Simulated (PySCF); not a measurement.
# Working out the electron affinity of Li

Li⁻ [He] 2s2 (1S) → Li [He] 2s1 (2S). Computed with PySCF 2.14 in x2c-QZVPPall with one added diffuse shell each of s, p type (7s5p2d1f, 39 functions), with scalar relativity by spin-free X2C-1e. Frozen: nothing. Energies in hartree (1 hartree = 27.21139 eV):

| part | Li⁻ (lower) | Li (upper) |
| --- | --- | --- |
| UHF | -7.428727 | -7.433413 |
| MP2 opposite-spin | -0.036913 | -0.019853 |
| MP2 same-spin | -0.000491 | -0.000428 |

Q: What does Hartree-Fock give?

A: (-7.433413) − (-7.428727) = -0.004686 hartree = -0.128 eV.

Q: What do MP2 and SCS-MP2 (6/5 opposite-spin, 1/3 same-spin) give?

A: The opposite-spin parts differ by 0.464 eV and the same-spin parts by 0.002 eV. MP2: -0.128 + (0.464) + (0.002) = 0.338 eV. SCS-MP2: -0.128 + 1.2 × (0.464) + (0.002)/3 = 0.429 eV.

A first-order spin-orbit estimate adds 0.000 eV to MP2 (valence and next inner shell), giving 0.338 eV against 0.618 eV (measured; photodetachment measurements, as compiled on the Wikipedia data page of electron affinities).

What remains against the reference includes basis incompleteness and correlation beyond second order.
